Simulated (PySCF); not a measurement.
# A gas-phase reaction: H4OSi + CH4O → CH6OSi + H2O

Wanted: the reaction energy for `O[SiH3]` + `CO` → `CO[SiH3]` + `O`.

Programs: PySCF 2.14.0. All values are calculated, for the isolated system unless a continuum is named. Atoms count from 0, parts from 1.

### 1 Starting point

Each species was relaxed by itself at PBE0-D3(BJ)/def2-SVPD.

### 2 Energies of the species: wB97M-D3(BJ)/def2-TZVPD

What the job is given:

```
{"job": {"kind": "react", "xc": "wB97M-D3(BJ)", "basis": "def2-TZVPD"}, "charge": 0, "multiplicity": 1}
-1 H4OSi charge 0 multiplicity 1
Si    -0.379200     0.166420     0.153260
O      0.976820    -0.078050    -0.804900
H      0.005140     0.493440     1.559870
H     -1.254680    -1.044550     0.168680
H     -1.098870     1.312550    -0.461740
H      1.577090    -0.787180    -0.565980

-1 CH4O charge 0 multiplicity 1
C     -0.340550     0.006260    -0.020530
O      0.951370    -0.536770    -0.122050
H     -0.577210     0.340630     1.004820
H     -1.048570    -0.788160    -0.289870
H     -0.497210     0.851830    -0.713080
H      1.600380     0.131070     0.109350

+1 CH6OSi charge 0 multiplicity 1
Si    -1.347910     0.080650    -0.032210
O      0.130310    -0.248620    -0.740740
C      1.348560    -0.115690    -0.055440
H     -1.408470     1.507900     0.412300
H     -1.557940    -0.790420     1.166010
H     -2.375070    -0.193070    -1.070690
H      1.393500    -0.775760     0.828720
H      1.518060     0.923300     0.277820
H      2.163570    -0.396380    -0.736380

+1 H2O charge 0 multiplicity 1
O     -0.003430     0.389370    -0.002910
H     -0.761130    -0.201390     0.003710
H      0.764600    -0.187950    -0.000810
```

With the program's defaults for keys left out, this is: wB97M-D3(BJ)/def2-TZVPD reaction energy of separated species, gas phase.

On the command line:

```
$ OMP_NUM_THREADS=1 python cluster_run.py task.json out
```

This one command runs all jobs of the session in turn.

Output:

```text
species 1 (H4OSi)
coarse grid: 21480 points
cycle   1  E = -367.1688040805  dE = -1.048e-01  |g| = 6.541e-01  |ddm| = 1.653e+00
cycle   2  E = -367.1468292886  dE =  2.197e-02  |g| = 7.799e-01  |ddm| = 6.947e-01
cycle   3  E = -367.2484921111  dE = -1.017e-01  |g| = 3.329e-02  |ddm| = 3.547e-01
cycle   4  E = -367.2487578647  dE = -2.658e-04  |g| = 9.092e-03  |ddm| = 3.781e-02
cycle   5  E = -367.2487792986  dE = -2.143e-05  |g| = 1.523e-03  |ddm| = 1.272e-02
cycle   6  E = -367.2487801337  dE = -8.351e-07  |g| = 3.490e-04  |ddm| = 2.908e-03
final grid: 44624 points
cycle   7  E = -367.2487532527  dE = -8.370e-08  |g| = 1.276e-04  |ddm| = 1.574e-03
cycle   8  E = -367.2487532594  dE = -6.707e-09  |g| = 5.189e-05  |ddm| = 2.525e-04
cycle   9  E = -367.2487532602  dE = -7.799e-10  |g| = 1.702e-05  |ddm| = 5.548e-05
converged SCF energy = -367.2487532602

species 2 (CH4O)
coarse grid: 20248 points
cycle   1  E = -115.7314072636  dE =  7.125e-02  |g| = 5.636e-01  |ddm| = 1.531e+00
cycle   2  E = -115.7262073744  dE =  5.200e-03  |g| = 6.290e-01  |ddm| = 6.638e-01
cycle   3  E = -115.7900851247  dE = -6.388e-02  |g| = 2.853e-02  |ddm| = 2.810e-01
cycle   4  E = -115.7902433483  dE = -1.582e-04  |g| = 6.696e-03  |ddm| = 3.254e-02
cycle   5  E = -115.7902559601  dE = -1.261e-05  |g| = 1.490e-03  |ddm| = 1.019e-02
cycle   6  E = -115.7902565659  dE = -6.058e-07  |g| = 5.702e-04  |ddm| = 2.217e-03
final grid: 43904 points
cycle   7  E = -115.7902252308  dE = -7.187e-08  |g| = 4.660e-04  |ddm| = 2.709e-03
cycle   8  E = -115.7902252539  dE = -2.310e-08  |g| = 3.457e-04  |ddm| = 6.348e-04
cycle   9  E = -115.7902252800  dE = -2.603e-08  |g| = 1.441e-05  |ddm| = 2.034e-04
cycle  10  E = -115.7902252800  dE = -8.828e-11  |g| = 1.269e-05  |ddm| = 5.036e-05
converged SCF energy = -115.7902252800

species 3 (CH6OSi)
coarse grid: 31608 points
cycle   1  E = -406.4871969842  dE =  6.416e-02  |g| = 6.386e-01  |ddm| = 2.155e+00
cycle   2  E = -406.4624516302  dE =  2.475e-02  |g| = 7.771e-01  |ddm| = 8.670e-01
cycle   3  E = -406.5632000091  dE = -1.007e-01  |g| = 3.602e-02  |ddm| = 4.176e-01
cycle   4  E = -406.5635139063  dE = -3.139e-04  |g| = 1.297e-02  |ddm| = 5.340e-02
cycle   5  E = -406.5635530283  dE = -3.912e-05  |g| = 2.929e-03  |ddm| = 1.594e-02
cycle   6  E = -406.5635554587  dE = -2.430e-06  |g| = 8.329e-04  |ddm| = 4.256e-03
final grid: 66576 points
cycle   7  E = -406.5635129522  dE = -2.016e-07  |g| = 6.273e-04  |ddm| = 3.500e-03
cycle   8  E = -406.5635129969  dE = -4.468e-08  |g| = 4.575e-04  |ddm| = 9.418e-04
cycle   9  E = -406.5635130416  dE = -4.471e-08  |g| = 3.728e-05  |ddm| = 2.793e-04
cycle  10  E = -406.5635130423  dE = -6.270e-10  |g| = 2.471e-05  |ddm| = 7.675e-05
converged SCF energy = -406.5635130423

species 4 (H2O)
coarse grid: 10128 points
cycle   1  E = -76.4117499805  dE = -7.453e-02  |g| = 5.872e-01  |ddm| = 8.994e-01
cycle   2  E = -76.4087431278  dE =  3.007e-03  |g| = 6.461e-01  |ddm| = 5.038e-01
cycle   3  E = -76.4759334298  dE = -6.719e-02  |g| = 2.731e-02  |ddm| = 2.374e-01
cycle   4  E = -76.4760586322  dE = -1.252e-04  |g| = 5.497e-03  |ddm| = 1.609e-02
cycle   5  E = -76.4760673089  dE = -8.677e-06  |g| = 8.214e-04  |ddm| = 5.831e-03
final grid: 21952 points
cycle   6  E = -76.4760629987  dE = -1.975e-07  |g| = 5.843e-04  |ddm| = 1.373e-03
cycle   7  E = -76.4760630055  dE = -6.839e-09  |g| = 6.466e-04  |ddm| = 6.469e-04
cycle   8  E = -76.4760630691  dE = -6.363e-08  |g| = 3.199e-05  |ddm| = 2.236e-04
cycle   9  E = -76.4760630700  dE = -8.227e-10  |g| = 4.133e-06  |ddm| = 1.105e-04
converged SCF energy = -76.4760630700

Reaction energy = -0.851 kcal/mol
```

Run time: 24 s. Hardware: 1 thread of Arm Neoverse N1, shared host; peak memory 0.6 GiB.

Species by species (with the dispersion term, which the log's SCF energies lack):

| ν | species | energy (Eh) | HOMO (eV) |
| --- | --- | --- | --- |
| -1 | O[SiH3] | -367.25264 | -11.19 |
| -1 | CO | -115.79380 | -10.52 |
| +1 | CO[SiH3] | -406.57098 | -10.60 |
| +1 | O | -76.47682 | -11.72 |

### 3 Energies of the species: PBE0-D3(BJ)/def2-TZVPD

Same as in step 2 but for these lines:

```diff
@@ -1,2 +1,2 @@
-{"job": {"kind": "react", "xc": "wB97M-D3(BJ)", "basis": "def2-TZVPD"}, "charge": 0, "multiplicity": 1}
+{"job": {"kind": "react", "xc": "PBE0", "basis": "def2-TZVPD", "disp": "d3bj"}, "charge": 0, "multiplicity": 1}
 -1 H4OSi charge 0 multiplicity 1
```

Method: PBE0-D3(BJ)/def2-TZVPD reaction energy of separated species, gas phase.

Output:

```text
species 1 (H4OSi)
coarse grid: 5192 points
cycle   1  E = -366.9027642363  dE = -4.129e-02  |g| = 7.016e-01  |ddm| = 1.657e+00
cycle   2  E = -366.7146385429  dE =  1.881e-01  |g| = 1.212e+00  |ddm| = 9.215e-01
cycle   3  E = -366.9890021019  dE = -2.744e-01  |g| = 5.289e-02  |ddm| = 6.154e-01
cycle   4  E = -366.9896012558  dE = -5.992e-04  |g| = 1.056e-02  |ddm| = 4.171e-02
cycle   5  E = -366.9896191500  dE = -1.789e-05  |g| = 1.259e-03  |ddm| = 7.470e-03
cycle   6  E = -366.9896195802  dE = -4.302e-07  |g| = 2.327e-04  |ddm| = 1.533e-03
final grid: 44624 points
cycle   7  E = -366.9883973024  dE = -1.356e-05  |g| = 3.506e-03  |ddm| = 1.681e-02
cycle   8  E = -366.9883944759  dE =  2.827e-06  |g| = 5.263e-03  |ddm| = 4.097e-03
cycle   9  E = -366.9883991548  dE = -4.679e-06  |g| = 3.248e-04  |ddm| = 2.539e-03
cycle  10  E = -366.9883991714  dE = -1.664e-08  |g| = 4.511e-05  |ddm| = 2.046e-04
cycle  11  E = -366.9883991717  dE = -2.762e-10  |g| = 7.264e-06  |ddm| = 3.678e-05
converged SCF energy = -366.9883991717

species 2 (CH4O)
coarse grid: 4656 points
cycle   1  E = -115.5794765105  dE =  6.210e-02  |g| = 5.867e-01  |ddm| = 1.554e+00
cycle   2  E = -115.4914997156  dE =  8.798e-02  |g| = 9.147e-01  |ddm| = 8.399e-01
cycle   3  E = -115.6420799094  dE = -1.506e-01  |g| = 4.541e-02  |ddm| = 4.736e-01
cycle   4  E = -115.6424075458  dE = -3.276e-04  |g| = 1.802e-02  |ddm| = 3.325e-02
cycle   5  E = -115.6424769988  dE = -6.945e-05  |g| = 4.969e-03  |ddm| = 1.213e-02
cycle   6  E = -115.6424822843  dE = -5.285e-06  |g| = 3.241e-04  |ddm| = 3.593e-03
final grid: 43904 points
cycle   7  E = -115.6393362079  dE = -2.389e-05  |g| = 6.801e-03  |ddm| = 5.932e-02
cycle   8  E = -115.6393297105  dE =  6.497e-06  |g| = 9.086e-03  |ddm| = 7.485e-03
cycle   9  E = -115.6393448199  dE = -1.511e-05  |g| = 8.482e-04  |ddm| = 4.210e-03
cycle  10  E = -115.6393449548  dE = -1.349e-07  |g| = 1.398e-04  |ddm| = 5.436e-04
cycle  11  E = -115.6393449590  dE = -4.160e-09  |g| = 1.590e-05  |ddm| = 8.866e-05
cycle  12  E = -115.6393449590  dE = -4.616e-11  |g| = 2.286e-06  |ddm| = 1.560e-05
converged SCF energy = -115.6393449590

species 3 (CH6OSi)
coarse grid: 7520 points
cycle   1  E = -406.1772572977  dE =  4.269e-02  |g| = 6.388e-01  |ddm| = 2.197e+00
cycle   2  E = -406.0118473454  dE =  1.654e-01  |g| = 1.128e+00  |ddm| = 9.944e-01
cycle   3  E = -406.2497325984  dE = -2.379e-01  |g| = 5.336e-02  |ddm| = 6.407e-01
cycle   4  E = -406.2502420454  dE = -5.094e-04  |g| = 1.225e-02  |ddm| = 4.391e-02
cycle   5  E = -406.2502641705  dE = -2.213e-05  |g| = 4.319e-03  |ddm| = 1.371e-02
cycle   6  E = -406.2502684764  dE = -4.306e-06  |g| = 6.431e-04  |ddm| = 3.351e-03
final grid: 66576 points
cycle   7  E = -406.2473751257  dE = -1.900e-05  |g| = 8.254e-03  |ddm| = 7.271e-02
cycle   8  E = -406.2473623156  dE =  1.281e-05  |g| = 1.189e-02  |ddm| = 9.735e-03
cycle   9  E = -406.2473870230  dE = -2.471e-05  |g| = 1.242e-03  |ddm| = 5.890e-03
cycle  10  E = -406.2473873403  dE = -3.174e-07  |g| = 1.277e-04  |ddm| = 8.507e-04
cycle  11  E = -406.2473873438  dE = -3.510e-09  |g| = 2.171e-05  |ddm| = 1.058e-04
cycle  12  E = -406.2473873439  dE = -9.391e-11  |g| = 2.982e-06  |ddm| = 2.545e-05
converged SCF energy = -406.2473873439

species 4 (H2O)
coarse grid: 2328 points
cycle   1  E = -76.3044294182  dE = -5.297e-03  |g| = 6.571e-01  |ddm| = 9.011e-01
cycle   2  E = -76.1882107122  dE =  1.162e-01  |g| = 1.036e+00  |ddm| = 7.256e-01
cycle   3  E = -76.3820291690  dE = -1.938e-01  |g| = 3.132e-02  |ddm| = 4.396e-01
cycle   4  E = -76.3822114729  dE = -1.823e-04  |g| = 5.864e-03  |ddm| = 1.606e-02
cycle   5  E = -76.3822166118  dE = -5.139e-06  |g| = 7.850e-04  |ddm| = 2.507e-03
final grid: 21952 points
cycle   6  E = -76.3808944288  dE = -1.510e-05  |g| = 3.448e-03  |ddm| = 9.299e-03
cycle   7  E = -76.3808924627  dE =  1.966e-06  |g| = 4.753e-03  |ddm| = 3.320e-03
cycle   8  E = -76.3808961796  dE = -3.717e-06  |g| = 2.517e-04  |ddm| = 1.965e-03
cycle   9  E = -76.3808961902  dE = -1.061e-08  |g| = 2.397e-05  |ddm| = 1.100e-04
cycle  10  E = -76.3808961903  dE = -1.118e-10  |g| = 3.293e-06  |ddm| = 1.514e-05
converged SCF energy = -76.3808961903

Reaction energy = -0.877 kcal/mol
```

Wall time 12 s (1 thread of Arm Neoverse N1, shared host); peak memory 0.56 GiB.

Reaction energy at this level: -0.88 kcal/mol.

### 4 Energies of the species: MP2/def2-TZVPD

Same as in step 3 but for these lines:

```diff
@@ -1,2 +1,2 @@
-{"job": {"kind": "react", "xc": "PBE0", "basis": "def2-TZVPD", "disp": "d3bj"}, "charge": 0, "multiplicity": 1}
+{"job": {"kind": "react", "xc": "MP2", "basis": "def2-TZVPD"}, "charge": 0, "multiplicity": 1}
 -1 H4OSi charge 0 multiplicity 1
```

Method: MP2/def2-TZVPD reaction energy of separated species, gas phase.

Output:

```text
species 1 (H4OSi)
final grid: 44624 points
cycle   1  E = -366.1490650043  dE = -2.083e-01  |g| = 5.094e-01  |ddm| = 1.609e+00
cycle   2  E = -366.1899487341  dE = -4.088e-02  |g| = 3.206e-01  |ddm| = 4.181e-01
cycle   3  E = -366.2073418128  dE = -1.739e-02  |g| = 4.203e-02  |ddm| = 1.600e-01
cycle   4  E = -366.2079572752  dE = -6.155e-04  |g| = 7.725e-03  |ddm| = 4.690e-02
cycle   5  E = -366.2079844920  dE = -2.722e-05  |g| = 1.418e-03  |ddm| = 1.248e-02
cycle   6  E = -366.2079857299  dE = -1.238e-06  |g| = 3.822e-04  |ddm| = 2.859e-03
cycle   7  E = -366.2079858288  dE = -9.890e-08  |g| = 9.913e-05  |ddm| = 6.815e-04
cycle   8  E = -366.2079858356  dE = -6.839e-09  |g| = 2.234e-05  |ddm| = 2.090e-04
cycle   9  E = -366.2079858360  dE = -3.327e-10  |g| = 4.458e-06  |ddm| = 4.975e-05
converged SCF energy = -366.2079858360

species 2 (CH4O)
final grid: 43904 points
cycle   1  E = -115.0461734094  dE =  5.903e-02  |g| = 4.729e-01  |ddm| = 1.453e+00
cycle   2  E = -115.0808529240  dE = -3.468e-02  |g| = 2.725e-01  |ddm| = 4.369e-01
cycle   3  E = -115.0930370747  dE = -1.218e-02  |g| = 3.975e-02  |ddm| = 1.287e-01
cycle   4  E = -115.0934373023  dE = -4.002e-04  |g| = 8.732e-03  |ddm| = 3.512e-02
cycle   5  E = -115.0934620536  dE = -2.475e-05  |g| = 2.139e-03  |ddm| = 8.122e-03
cycle   6  E = -115.0934638469  dE = -1.793e-06  |g| = 6.164e-04  |ddm| = 3.401e-03
cycle   7  E = -115.0934640438  dE = -1.969e-07  |g| = 1.503e-04  |ddm| = 1.292e-03
cycle   8  E = -115.0934640588  dE = -1.501e-08  |g| = 2.631e-05  |ddm| = 2.702e-04
cycle   9  E = -115.0934640593  dE = -4.529e-10  |g| = 5.169e-06  |ddm| = 8.301e-05
converged SCF energy = -115.0934640593

species 3 (CH6OSi)
final grid: 66576 points
cycle   1  E = -405.1686481927  dE =  2.343e-02  |g| = 5.441e-01  |ddm| = 2.055e+00
cycle   2  E = -405.2199103829  dE = -5.126e-02  |g| = 3.343e-01  |ddm| = 5.736e-01
cycle   3  E = -405.2391492334  dE = -1.924e-02  |g| = 5.487e-02  |ddm| = 1.889e-01
cycle   4  E = -405.2400596856  dE = -9.105e-04  |g| = 1.157e-02  |ddm| = 6.754e-02
cycle   5  E = -405.2401036890  dE = -4.400e-05  |g| = 2.472e-03  |ddm| = 1.389e-02
cycle   6  E = -405.2401061814  dE = -2.492e-06  |g| = 5.882e-04  |ddm| = 4.873e-03
cycle   7  E = -405.2401063551  dE = -1.737e-07  |g| = 1.684e-04  |ddm| = 1.244e-03
cycle   8  E = -405.2401063720  dE = -1.693e-08  |g| = 4.255e-05  |ddm| = 3.725e-04
cycle   9  E = -405.2401063733  dE = -1.315e-09  |g| = 9.182e-06  |ddm| = 1.139e-04
cycle  10  E = -405.2401063734  dE = -5.991e-11  |g| = 1.885e-06  |ddm| = 2.910e-05
converged SCF energy = -405.2401063734

species 4 (H2O)
final grid: 21952 points
cycle   1  E = -76.0248950437  dE = -1.467e-01  |g| = 4.364e-01  |ddm| = 8.776e-01
cycle   2  E = -76.0503810690  dE = -2.549e-02  |g| = 2.594e-01  |ddm| = 2.972e-01
cycle   3  E = -76.0608899774  dE = -1.051e-02  |g| = 2.594e-02  |ddm| = 1.025e-01
cycle   4  E = -76.0610473345  dE = -1.574e-04  |g| = 5.694e-03  |ddm| = 1.523e-02
cycle   5  E = -76.0610617016  dE = -1.437e-05  |g| = 1.176e-03  |ddm| = 5.302e-03
cycle   6  E = -76.0610625913  dE = -8.897e-07  |g| = 2.235e-04  |ddm| = 1.658e-03
cycle   7  E = -76.0610626280  dE = -3.670e-08  |g| = 3.304e-05  |ddm| = 3.733e-04
cycle   8  E = -76.0610626287  dE = -6.656e-10  |g| = 4.159e-06  |ddm| = 3.886e-05
converged SCF energy = -76.0610626287

Reaction energy = -1.630 kcal/mol
```

It took 5.3 s on 1 thread of Arm Neoverse N1, shared host; peak memory 0.43 GiB.

Reaction energy at this level: -1.63 kcal/mol.

### 5 Comparing the runs

Energies in kcal/mol, with wall time:

| run | reaction | time |
| --- | --- | --- |
| wB97M-D3(BJ)/def2-TZVPD | -0.85 | 24 s |
| PBE0-D3(BJ)/def2-TZVPD | -0.88 | 12 s |
| MP2/def2-TZVPD | -1.63 | 5.3 s |

### 6 What came out

| quantity | value |
| --- | --- |
| reaction energy (wB97M-D3(BJ)/def2-TZVPD) | -0.85 kcal/mol |
| ΔH, ΔG at 298 K (xTB thermal terms) | -1.1, -0.5 kcal/mol |
| range of the reaction energy over the runs of this table | -1.63 to -0.85 kcal/mol |

What this shows: The reaction is exothermic by 1.1 kcal/mol in the gas phase; dispersion gives -0.48, and xTB itself gave -0.81 for the electronic energy (xTB energies and thermal terms come from the earlier relaxation of each species, not shown). No barrier was sought. The reaction energy runs from -1.63 (MP2/def2-TZVPD) to -0.85 kcal/mol (wB97M-D3(BJ)/def2-TZVPD).
